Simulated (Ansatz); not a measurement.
hcp Y was calculated with LDA in Ansatz (plane waves, PAW).

Numerical settings: plane-wave cutoff 520 eV, 18×18×10 k mesh (along the axes of the cell as run), Fermi–Dirac smearing 0.05 eV, scalar-relativistic PAW data made under PBE.

Starting structure:

```yaml
crystal:
  lattice:
    - [3.65000, 0.00000, 0.00000]
    - [-1.82500, 3.16099, 0.00000]
    - [0.00000, 0.00000, 5.73000]
  atoms:
    - { symbol: Y, position: [0.66667, 0.33333, 0.75000] }
    - { symbol: Y, position: [0.33333, 0.66667, 0.25000] }
```

**Question.** Into what structure does the relaxation of cell and atoms lead at this level, with the symmetry of the start kept?

**Answer.** The volume decreases by 9.4 %; final space group P6_3/mmc.
```yaml
crystal:
  lattice:
    - [3.54042, 0.00000, 0.00000]
    - [-1.77021, 3.06609, 0.00000]
    - [0.00000, 0.00000, 5.51499]
  atoms:
    - { symbol: Y, position: [0.66667, 0.33333, 0.75000] }
    - { symbol: Y, position: [0.33333, 0.66667, 0.25000] }
```

Ansatz is an electronic-structure program.
